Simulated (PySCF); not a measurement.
## Frontier levels across methods

Species: i-PrOEt, C5H12O.
Geometry (PBE0-D3(BJ)/def2-SVP, Å), atoms numbered from 1 in this order:
```xyz
18
C5H12O angstrom
C      2.5608   -0.3976    0.7584
C      1.0573   -0.4980    0.8595
O      0.4880    0.2612   -0.1679
C     -0.9181    0.3602   -0.1495
C     -1.2815    1.5634   -0.9965
C     -1.5827   -0.9158   -0.6484
H      2.8821    0.6510    0.8446
H      2.9060   -0.7796   -0.2138
H      3.0464   -0.9807    1.5549
H      0.7105   -0.1262    1.8470
H      0.7456   -1.5604    0.7979
H     -1.2489    0.5462    0.8951
H     -0.9337    1.4137   -2.0303
H     -0.7975    2.4683   -0.6022
H     -2.3698    1.7217   -1.0135
H     -1.3203   -1.7842   -0.0262
H     -2.6786   -0.8169   -0.6341
H     -1.2654   -1.1262   -1.6817
```

Basis pcSseg-1 throughout (PySCF), one geometry. The structure is a single PBE0-D3(BJ)/def2-SVP conformer in the gas phase; no vibrational or solvent corrections.

Task: How do the orbital energies, the gap and the dipole change with the method?

Result: 
```tsv
method	kind	HOMO (eV)	LUMO (eV)	gap (eV)	μ (D)	SCF cycles
B97-D	GGA	-5.70	0.80	6.50	1.08	14
KT2	GGA	-5.84	0.57	6.41	1.02	14
KT3	GGA	-5.85	0.55	6.40	1.03	14
B97-2	global hybrid	-6.96	1.52	8.48	1.15	12
B3LYP	global hybrid	-6.99	1.16	8.15	1.15	12
PBE0	global hybrid	-7.23	1.49	8.72	1.16	12
mPW1PW91	global hybrid	-7.27	1.53	8.80	1.17	12
CAM-B3LYP	range-separated hybrid	-8.67	2.33	11.00	1.20	12
BHandHLYP	global hybrid	-8.76	2.18	10.94	1.25	12
wB97X-D	range-separated hybrid	-9.14	3.31	12.46	1.19	12
LC-wPBE	range-separated hybrid	-9.96	3.69	13.65	1.24	12
```

The HOMO spans 4.27 eV, from B97-D down to LC-wPBE, and the gap runs from 6.40 eV (KT3) to 13.65 eV (LC-wPBE). Over the methods B97-D (0 %), KT2 (0 %), KT3 (0 %), B97-2 (21 %), B3LYP (20 %), PBE0 (25 %), mPW1PW91 (25 %), BHandHLYP (50 %), a straight line through the gap against the share of exact exchange rises by 0.91 eV for each 10 % (correlation coefficient 0.999). The dipole ranges from 1.02 D (KT2) to 1.25 D (BHandHLYP). This basis has no diffuse functions.

The vertical ΔSCF ionisation energy at CAM-B3LYP/def2-SVPD is 9.54 eV; −ε(HOMO) comes closest to it with wB97X-D (9.14 eV).
